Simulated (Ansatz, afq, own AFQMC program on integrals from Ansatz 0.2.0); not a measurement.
# Where AFQMC and coupled cluster stand for H$_{2}$O⁺, doublet

```yaml
atoms:
  - { symbol: O, position_ang: [0.0000, -0.0646, 0.0000] }
  - { symbol: H, position_ang: [0.0000, 0.5128, -0.8211] }
  - { symbol: H, position_ang: [0.0000, 0.5128, 0.8211] }
```

Basis 6-31G. Only valence electrons are correlated. AFQMC by an in-house program on the Cholesky factors that Ansatz 0.2.0 writes for its CCSD(T) run. ph-AFQMC/CISD is guided by a CISD state made of CCSD amplitudes; releasing the constraint for a short imaginary time cuts its bias at the price of noise, slowly where states lie close. Free projection: walkers drawn from exp(T), propagated without any constraint. Its projection time is finite, and what remains of the start isn't in its error. Uncertainties: one standard error, sampling alone.

Determinant: UHF, the one that the program's search chose, which needn't be the lowest solution. The geometry is a point of a scan.

Full CI on the same integrals is exact in this basis and with this determinant's frozen core.

```
T1 diagnostic                               : 0.0085
weight of the determinant in the CISD state : 0.963
⟨S²⟩ of the determinant                     : 0.756
size of the correlated space                : 7 electrons in 12 orbitals
```

```
  level  correlation energy (eV)
    MP2                  -2.5205
   CCSD                  -2.8497
CCSD(T)                  -2.8700
```

Estimate where full CI lies against CCSD(T) on the same integrals.

0.34 mEh below CCSD(T).

Reference: full CI, correlation energy -2.879 eV. The released energy is read at 2.40 1/Eh (meV from the phaseless value at times in 1/Eh: 1.9 ± 0.9 at 0.24, 0.6 ± 0.8 at 0.51, 1.4 ± 0.5 at 0.99, 0.9 ± 0.7 at 1.62, 1.7 ± 1.1 at 2.40).

```json
{"level": "CCSD(T)", "E − E(reference) (mEh)": "0.34", "share of correlation (%)": "99.68"}
{"level": "CCSDT", "E − E(reference) (mEh)": "0.20", "share of correlation (%)": "99.81"}
{"level": "CCSDT(Q)", "E − E(reference) (mEh)": "0.01", "share of correlation (%)": "99.99"}
{"level": "CCSDTQ", "E − E(reference) (mEh)": "0.00", "share of correlation (%)": "100.00"}
{"level": "ph-AFQMC/HF", "E − E(reference) (mEh)": "-0.49 ± 0.80", "share of correlation (%)": "100.46"}
{"level": "ph-AFQMC/CISD", "E − E(reference) (mEh)": "-0.05 ± 0.07", "share of correlation (%)": "100.05"}
{"level": "released AFQMC", "E − E(reference) (mEh)": "0.01 ± 0.04", "share of correlation (%)": "99.99"}
{"level": "free AFQMC", "E − E(reference) (mEh)": "0.03 ± 0.03", "share of correlation (%)": "99.98"}
```

CCSDT and higher add their correlation energy to the determinant of the CCSD(T) run, since their own runs factorise the integrals more tightly (a shift of under 2 meV). Free projections are given only where their last times agree within the noise and don't stop above the reference; a slow remainder of the start can still hide under it. A walk keeps the symmetry of its determinant, which the program's search chose and which needn't be the lowest solution, so a lower state of the same spin and another symmetry isn't excluded. Released energies are given only where the last usable release times agree within the noise; a slower fall can still hide under it.
